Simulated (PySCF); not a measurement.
Species: acrylic acid, C3H4O2.
Cartesian coordinates in Å at the GFN2-xTB level; atoms count from 1:
```
atom  x, y, z in Å
C1    -1.4739   -0.4417   -0.4024
C2    -0.3711   -0.4054    0.3314
C3     0.7849    0.4222   -0.0648
O4     0.8520    1.1195   -1.0447
O5     1.7950    0.3132    0.8131
H6    -2.3265   -1.0390   -0.1295
H7    -1.5413    0.1394   -1.3080
H8    -0.2489   -0.9654    1.2458
H9     2.5434    0.8633    0.5341
```

The calculation used B3LYP/def2-SVPD in PySCF (dipole) on a GFN2-xTB geometry, gas phase.

Take the most abundant isotopes and a rigid rotor. The values belong to one conformer with, in the numbering `[CH2:1]=[CH:2][C:3](=[O:4])[OH:5]`, C1–C2–C3–O4 0°, C2–C3–O5–H 180°.

(1) What are A, B and C (MHz)?

(2) Classify the top.

(3) Is it planar, by Δ = Ic − Ia − Ib?

(4) Where do the levels up to J = 4 lie, in cm⁻¹?

(5) Which lines would a microwave search look for?

(6) Estimate the classical rotational partition function at 50 K, 298.15 K and 500 K.

Results:

(1) Ia = 44.99, Ib = 118.32, Ic = 163.31 u·Å²; 505379 MHz·u·Å²/I gives A = 11234, B = 4271, C = 3095 MHz.

(2) An asymmetric top; Ray's κ = -0.711.

(3) Planar: Δ = Ic − Ia − Ib = 0.00 u·Å². For a rigid frame Δ = −2 Σ m c², so it vanishes when all atoms lie in the ab plane; here none is more than 0.01 Å from it.

(4) Above 0(0,0):
J = 1: 1(0,1) 0.2457, 1(1,1) 0.4779, 1(1,0) 0.5172
J = 2: 2(0,2) 0.7325, 2(1,2) 0.9301, 2(1,1) 1.0478, 2(2,1) 1.7446, 2(2,0) 1.7491
J = 3: 3(0,3) 1.4517, 3(1,3) 1.6056, 3(1,2) 1.8407, 3(2,2) 2.4816, 3(2,1) 2.5041, 3(3,1) 3.7437, 3(3,0) 3.7440
J = 4: 4(0,4) 2.3921, 4(1,4) 2.5017, 4(1,3) 2.8918, 4(2,3) 3.4609, 4(2,2) 3.5256, 4(3,2) 4.7347, 4(3,1) 4.7370, 4(4,1) 6.4904, 4(4,0) 6.4904

(5) The dipole components are |μa| = 0.56 D, |μb| = 1.57 D, |μc| = 0.00 D; the mirror of this Cs structure is the ab plane, so μc vanishes by symmetry and there are no c-type lines. Intensities carry the squares of the components, which stand as 0.13 : 1.00 (a : b). Some lines, for components of 0.1 D or more:

```
type  branch         J(Ka,Kc)    MHz  lower level (cm⁻¹)
   a       Q  1(1,0) ← 1(1,1)   1177               0.478
   a       Q  2(1,1) ← 2(1,2)   3530               0.930
   a       R  1(0,1) ← 0(0,0)   7366               0.000
   b       R  2(0,2) ← 1(1,1)   7632               0.478
   b       Q  1(1,0) ← 1(0,1)   8139               0.246
   b       Q  2(1,1) ← 2(0,2)   9453               0.733
   a       R  2(1,2) ← 1(1,1)  13555               0.478
   b       R  1(1,1) ← 0(0,0)  14328               0.000
   a       R  2(0,2) ← 1(0,1)  14595               0.246
   a       R  2(1,1) ← 1(1,0)  15908               0.517
   b       R  2(1,2) ← 1(0,1)  20517               0.246
   b       Q  2(2,0) ← 2(1,1)  21025               1.048
   b       Q  2(2,1) ← 2(1,2)  24418               0.930
   b       R  2(2,1) ← 1(1,0)  36796               0.517
   b       R  2(2,0) ← 1(1,1)  38109               0.478
```

(6) Point group Cs, symmetry number σ = 1; q = (√π/σ)·√((kT/h)³/(ABC)), k/h = 20836.6 MHz/K: 4890 at 50 K, 71200 at 298.15 K, 155000 at 500 K.

Stationary, but not proved a minimum. Constants of a rigid frame at the computed geometry: no zero-point averaging, no centrifugal distortion.
